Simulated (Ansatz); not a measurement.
## [CH3···H···BH2], doublet: transfer scan

Starting geometry:

```tsv
atom	x (Å)	y (Å)	z (Å)
C	-1.3316	0.0000	0.0000
H	-1.6948	1.0273	0.0000
H	-1.6948	-0.5137	0.8897
H	-1.6948	-0.5137	-0.8897
H	-0.2420	0.0000	0.0000
B	1.5854	0.0000	0.0000
H	2.0945	0.0000	1.0770
H	2.0945	0.0000	-1.0770
```

From there H5 is moved from one fragment to the other while all else, the fragments' distance too, stays fixed, so the hump isn't the reaction's barrier; atoms are numbered as listed. Energies are in eV, counted from the starting geometry at the same level.

Basis cc-pVDZ; Ansatz 0.2.0. Correlated methods freeze the noble-gas cores. R marks a restricted (for open shells ROHF) determinant, U an unrestricted one. Active spaces: frontier = (9e, 9o) about the gap.

For open shells CISD is restricted-active-space CI with the open shells as a complete middle space. Runs in a small pair space aren't shown, since their orbitals change along the scan.

Full CI isn't at hand for all of this; UCCSDT(Q) serves as the reference, and is uncertain by about the last step of the cluster series. The frozen core follows each run's orbitals, which can shift R against U totals by a few meV.

| distance C1-H5 (Å) | UCCSDT(Q) | error CISD | error RCCSD(T) | error BCCD(T) | error CASSCF (frontier space) | error NEVPT2 (frontier space) | error MRCISD+Q (frontier space) |
| --- | --- | --- | --- | --- | --- | --- | --- |
| 1.090 | 0.000 | 0.000 | 0.000 | 0.000 | 0.000 | 0.000 | 0.000 |
| 1.184 | 0.064 | 0.034 | 0.002 | 0.002 | 0.028 | -0.006 | 0.003 |
| 1.371 | 0.381 | 0.095 | 0.004 | 0.005 | 0.088 | -0.025 | 0.006 |
| 1.559 | 0.400 | 0.064 | 0.004 | 0.004 | 0.106 | -0.032 | 0.006 |
| 1.747 | 0.351 | -0.016 | 0.000 | 0.000 | 0.088 | -0.022 | 0.003 |

Errors are those of relative energies. In total energy the starting point itself misses UCCSDT(Q) by: CISD 0.805, RCCSD(T) 0.029, BCCD(T) 0.029, CASSCF (frontier space) 5.597, NEVPT2 (frontier space) 1.386, MRCISD+Q (frontier space) 0.018 eV.

Spread of the error over the points with a reference, to 1.747 Å (largest less smallest): RCCSD(T) 0.004, BCCD(T) 0.005, MRCISD+Q (frontier space) 0.006, NEVPT2 (frontier space) 0.032, CASSCF (frontier space) 0.106, CISD 0.111 eV.
